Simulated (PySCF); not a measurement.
CN, SMILES [C]#N (connectivity only; charge and spin as stated), charge -1, multiplicity 1. Heavy atoms are numbered as in [C:1]#[N:2].

Geometry: B3LYP-D3(BJ)/def2-TZVPD.

The numbers are results of PySCF with PBE/pcSseg-2, not measurements.

GIAO shieldings, no solvent; atoms alike by connectivity are averaged. δ = σ(ref) − σ: ¹³C against TMS (σ = 181.4 ppm); ¹⁵N against NH3 (σ = 262.8 ppm), references at their B3LYP-D3(BJ)/def2-TZVP geometries, non-relativistic.

Computed chemical shifts:
| nucleus | atoms | count | δ (ppm) |
|---|---|---|---|
| ¹³C | C1 | 1 | 165.1 |
| ¹⁵N | N2 | 1 | 305.8 |
